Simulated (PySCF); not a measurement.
# SiH (SMILES [SiH]) at U-r2SCAN/def2-TZVPPD

Aim: the vertical doublet–quartet gap of SiH at U-r2SCAN/def2-TZVPPD, from 2 runs. Input form: a Python script.

The results are computed with PySCF 2.14.0.

2 further runs of the same task are left out: 2 set aside as unsound or not needed.

## (1) The structure to begin with

SiH has 2 atoms, charge 0, and is taken as a doublet. SMILES: `[SiH]`. The coordinates come from a PBE0-D4/def2-TZVP relaxation.

Bond lengths: Si1–H2 1.532 Å.

## (2) The energy at U-r2SCAN/def2-TZVPPD

The input, input.xyz:

```xyz
2

Si     0.000000     0.000000    -0.007580
H      0.000000     0.000000     1.524140
```

The input, input.py:

```python
from pyscf import gto, dft

mol = gto.M(
    atom='input.xyz',
    verbose=4,
    spin=1,
    charge=0,
    basis='def2-tzvppd',
    max_memory=1860,
)

mf = dft.UKS(mol)
mf.xc = 'r2scan'
mf.grids.level = 5
mf.conv_tol = 1e-10
mf.kernel()
if not mf.converged:
    mf = mf.newton().run(mf.mo_coeff, mf.mo_occ)

e_tot = mf.e_tot
print('Final energy', e_tot)
```

On the command line:

```sh
$ OMP_NUM_THREADS=1 python input.py
```

The program printed:

```text
PySCF version 2.14.0

[INPUT] num. atoms = 2
[INPUT] num. electrons = 15
[INPUT] charge = 0
[INPUT] spin (= nelec alpha-beta = 2S) = 1
[INPUT] symmetry False subgroup None
[INPUT] Mole.unit = angstrom
[INPUT] Symbol           X                Y                Z      unit          X                Y                Z       unit  Magmom
[INPUT]  1 Si     0.000000000000   0.000000000000  -0.007580000000 AA    0.000000000000   0.000000000000  -0.014324124024 Bohr   0.0
[INPUT]  2 H      0.000000000000   0.000000000000   1.524140000000 AA    0.000000000000   0.000000000000   2.880207175495 Bohr   0.0

nuclear repulsion = 4.83670706975165
number of shells = 23
number of NR pGTOs = 88
number of NR cGTOs = 65
basis = def2-tzvppd
ecp = {}

******** <class 'pyscf.dft.uks.UKS'> ********
method = UKS
initial guess = minao
damping factor = 0
level_shift factor = 0
DIIS = <class 'pyscf.scf.diis.CDIIS'>
diis_start_cycle = 1
diis_space = 8
diis_damp = 0
SCF conv_tol = 1e-10
SCF conv_tol_grad = None
SCF max_cycles = 50
direct_scf = True
direct_scf_tol = 1e-13
number electrons alpha = 8  beta = 7
XC library pyscf.dft.libxc version 7.0.0
    S. Lehtola, C. Steigemann, M. J.T. Oliveira, and M. A.L. Marques.,  SoftwareX 7, 1–5 (2018)
XC functionals = r2scan
    J. W. Furness, A. D. Kaplan, J. Ning, J. P. Perdew, and J. Sun.,  J. Phys. Chem. Lett. 11, 8208-8215 (2020)
    J. W. Furness, A. D. Kaplan, J. Ning, J. P. Perdew, and J. Sun.,  J. Phys. Chem. Lett. 11, 9248-9248 (2020)
    J. W. Furness, A. D. Kaplan, J. Ning, J. P. Perdew, and J. Sun.,  J. Phys. Chem. Lett. 11, 8208-8215 (2020)
    J. W. Furness, A. D. Kaplan, J. Ning, J. P. Perdew, and J. Sun.,  J. Phys. Chem. Lett. 11, 9248-9248 (2020)
radial grids:
    Treutler-Ahlrichs [JCP 102, 346 (1995); DOI:10.1063/1.469408] (M4) radial grids

becke partition: Becke, JCP 88, 2547 (1988); DOI:10.1063/1.454033
pruning grids: <function nwchem_prune>
grids dens level: 5
symmetrized grids: False
atomic radii adjust function: <function treutler_atomic_radii_adjust>
small_rho_cutoff = 0
Set gradient conv threshold to 1e-05
tot grids = 67096
init E= -289.843329770651

[... the frontier-level lines of each cycle are left out ...]



cycle= 1 E= -289.949104709392  delta_E= -0.106  |g|= 0.105  |ddm|= 0.748
cycle= 2 E= -289.953818381072  delta_E= -0.00471  |g|= 0.064  |ddm|= 0.209
cycle= 3 E= -289.956202485485  delta_E= -0.00238  |g|= 0.0136  |ddm|= 0.0783
cycle= 4 E= -289.956365240687  delta_E= -0.000163  |g|= 0.00446  |ddm|= 0.0235
cycle= 5 E= -289.95638127672  delta_E= -1.6e-05  |g|= 0.000764  |ddm|= 0.00577
cycle= 6 E= -289.956381904066  delta_E= -6.27e-07  |g|= 0.000184  |ddm|= 0.00161
cycle= 7 E= -289.956381960699  delta_E= -5.66e-08  |g|= 6.85e-05  |ddm|= 0.000471
cycle= 8 E= -289.956381971245  delta_E= -1.05e-08  |g|= 2.15e-05  |ddm|= 0.000182
cycle= 9 E= -289.956381972383  delta_E= -1.14e-09  |g|= 5.03e-06  |ddm|= 6.98e-05
cycle= 10 E= -289.956381972441  delta_E= -5.82e-11  |g|= 1.89e-06  |ddm|= 1.96e-05
Extra cycle  E= -289.956381972464  delta_E= -2.26e-11  |g|= 1.78e-06  |ddm|= 1.31e-05
converged SCF energy = -289.956381972464  <S^2> = 0.7610867  2S+1 = 2.0110561
Final energy -289.95638197246404
```

Wall time 9.3 s (1 thread of Arm Neoverse V2, shared host); peak memory 0.35 GiB.

## (3) The quartet, same level

The input, job.py:

```python
from pyscf import gto, dft

system = gto.M(
    atom='Si 0.000000 0.000000 -0.007580; H -0.000000 -0.000000 1.524140',
    basis='def2-tzvppd',
    verbose=3,
    max_memory=1860,
    charge=0,
    spin=3,
)

myscf = dft.UKS(system, xc='r2scan')
myscf.grids.level = 5
myscf.conv_tol = 1e-10
myscf.kernel()
if not myscf.converged:
    myscf = myscf.newton().run(myscf.mo_coeff, myscf.mo_occ)

etot = myscf.e_tot
print('Final energy', etot)
```

On the command line:

```sh
$ OMP_NUM_THREADS=1 python job.py
```

The program printed:

```text
WARN: HOMO -0.137931451073421 >= LUMO -0.262059940336812

WARN: HOMO -0.203409874876146 >= LUMO -0.217014409407602

WARN: HOMO -0.191055397271548 >= LUMO -0.19744224365636

WARN: HOMO -0.191443201493711 >= LUMO -0.190592801998713

converged SCF energy = -289.905438362506  <S^2> = 3.7516869  2S+1 = 4.0008434
Final energy -289.90543836250635
```

Run time: 9.3 s. Hardware: 1 thread of Arm Neoverse V2, shared host; peak memory 0.35 GiB.

## (4) Summary of results

Level: U-r2SCAN/def2-TZVPPD.

| quantity | value |
| --- | --- |
| doublet: total energy | -289.95638 Eh |
| doublet: dipole moment | 0.15 D |
| doublet: HOMO energy (highest over α and β) | -4.84 eV |
| doublet: LUMO energy (lowest over α and β) | -4.00 eV |
| doublet: ⟨S²⟩ | 0.761 |
| quartet: total energy | -289.90544 Eh |
| quartet: dipole moment | 0.09 D |
| quartet: HOMO energy (highest over α and β) | -5.21 eV |
| quartet: LUMO energy (lowest over α and β) | -5.14 eV |
| quartet: ⟨S²⟩ | 3.752 |
| vertical energy of the quartet above the doublet | 1.386 eV |

**Reading.** At this shape the quartet lies 1.39 eV (134 kJ/mol) above the doublet.
